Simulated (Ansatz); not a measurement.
## Structure relaxation of ZrTa3Nb

Theory: DFT PBE, scalar-relativistic, plane waves, PAW (Ansatz). Cutoff 420 eV, Γ-centred k mesh, Gaussian smearing, no spin polarisation in the final step.

ZrTa3Nb was placed on the cubic perovskite structure type (Pm-3m, No. 221), with Nb in place of Sr, Zr in place of Ti, Ta in place of O, at a guessed volume.

```yaml
crystal:
  lattice:
    - [4.27018, 0.00000, 0.00000]
    - [0.00000, 4.27018, 0.00000]
    - [0.00000, 0.00000, 4.27018]
  atoms:
    - { symbol: Zr, position: [0.50000, 0.50000, 0.50000] }
    - { symbol: Ta, position: [0.00000, 0.50000, 0.50000] }
    - { symbol: Ta, position: [0.50000, 0.00000, 0.50000] }
    - { symbol: Ta, position: [0.50000, 0.50000, 0.00000] }
    - { symbol: Nb, position: [0.00000, 0.00000, 0.00000] }
```

Cell and atoms relax at zero pressure; the relaxation can't lower the symmetry of the start. After a coarse first stage the cell is made exact in the group found at 0.06 Å.

The zero of energy is the elements' standard structures at the same level; no fitted shifts are applied.

Task: Describe the relaxed structure.

Result: It keeps Pm-3m (No. 221). The result still has the cubic perovskite structure. Conventional cell: a = 4.821 Å. Around Zr lie 6 Ta at 2.41 Å; Ta has 2 Zr at 2.41 Å; around Nb lie 12 Ta at 3.41 Å.

```
Zr Ta Nb
1.0
     4.82090    0.00000    0.00000
     0.00000    4.82090    0.00000
     0.00000    0.00000    4.82090
Zr Ta Nb
1 3 1
Direct
  0.50000 0.50000 0.50000
  0.00000 0.50000 0.50000
  0.50000 0.00000 0.50000
  0.50000 0.50000 0.00000
  0.00000 0.00000 0.00000
```

Task: What are its volume, energy, density and gap?

Result: The volume per atom is 22.41 Å³, the density is 10.77 g/cm³ and the energy over the elements is 1.91 eV/atom. The gap on the 8×8×8 mesh is 0 eV (a metal).

The final run used a 8×8×8 mesh on its 5-atom cell and 0.10 eV smearing. The k mesh leaves about 4 meV/atom of noise in metals. Spin–orbit coupling is left out. A structure relaxed within its symmetry needn't be a true minimum.

Cost: 3 runs of about 0.93 core-minutes in all, on Intel Xeon Platinum 8488C (Sapphire Rapids) (shared hosts).